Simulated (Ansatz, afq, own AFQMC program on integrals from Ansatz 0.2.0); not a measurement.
AFQMC on a folder of integrals that Ansatz 0.2.0 wrote.

```yaml
crystal:
  periodic: [false, false, false]
  atoms:
    - {symbol: Al, position_ang: [0.000000, 0.000000, 0.696811]}
    - {symbol: N, position_ang: [0.000000, 0.000000, -1.099242]}
    - {symbol: H, position_ang: [0.000000, 0.822256, -1.688737]}
    - {symbol: H, position_ang: [0.000000, -0.822256, -1.688737]}
basis:
  gaussian: {orbitals: aug-cc-pVDZ}
total_charge: 1
magnetization: {spin_polarized: true, initial_magnetization: 1}
correlation: {method: ccsd_t, electrons: outside_noble_gas, hamiltonian_folder: ham}
```

```sh
$ ansatz run in.yaml --threads 1 --pin off --events-out ev --progress --plain --max-ram 16896MiB --backend cuda --devices 0, --max-vram 18GiB
```

afq runs on the folder ham with

```
--method free --trial cisd --walkers 2200 --time-step 0.03 --max-blocks 4000 --target-error 0.00036 --factor-cut 1e-05 --seed 9745 --times 0,0.3,0.6,1.2,1.8,2.4,3.6,4.8,6 --taylor-order 8
```

Times are imaginary, in 1/Eh. The walk had a cap of 121 s.

afq prints:

```
orbitals 62  electrons 5 4  factors 505 of 669
reference energy -297.27970026 Eh
CCSD correlation -0.22425697 Eh in 12 cycles, weight of the determinant in the CISD state 0.9102
repeat  energy at the last time / Eh  error
    10  -297.513192  0.000556
    20  -297.513223  0.000369
    30  -297.513331  0.000339
time / (1/Eh)  energy / Eh  error  mean overlap
  0.00  -297.503919  0.000059  1.0984
  0.30  -297.509324  0.000047  1.0973
  0.60  -297.510968  0.000071  1.0980
  1.20  -297.511920  0.000080  1.1023
  1.80  -297.512413  0.000101  1.1039
  2.40  -297.512569  0.000109  1.1047
  3.60  -297.512638  0.000142  1.1069
  4.80  -297.513083  0.000169  1.1072
  6.00  -297.513313  0.000329  1.0922
energy -297.513313 +/- 0.000329 Eh
```

The run passed its tests (error under three times the target), which doesn't prove that it has relaxed.

Against this walk (error 8.9 meV) on the same determinant: CCSD(T) 45.7 meV higher, CCSDT(Q) 11.5 meV higher (within the noise). The error is statistical, and a free projection of finite length keeps a remainder of its start. The last points still move (meV from the last: 24 ± 3 at 1.80, 20 ± 3 at 2.40, 18 ± 4 at 3.60, 6 ± 5 at 4.80, 0 ± 9 at 6.00), but the last one has reached CCSDT(Q) within the noise or passed it, so little can be left to fall.

Cautions: remainder of the start not in the error.

The walk took 38 s on 1 × NVIDIA H100 80GB HBM3 with 2 threads of AMD EPYC 7R13 Processor (Zen 3), on a shared host (the card was shared). The log's last line is the free-projection energy.

CCSDT and higher add their correlation energy to the determinant of the CCSD(T) run, since their own runs factorise the integrals more tightly (a shift of under 2 meV). A walk keeps the symmetry of its determinant, which the program's search chose and which needn't be the lowest solution, so a lower state of the same spin and another symmetry isn't excluded.
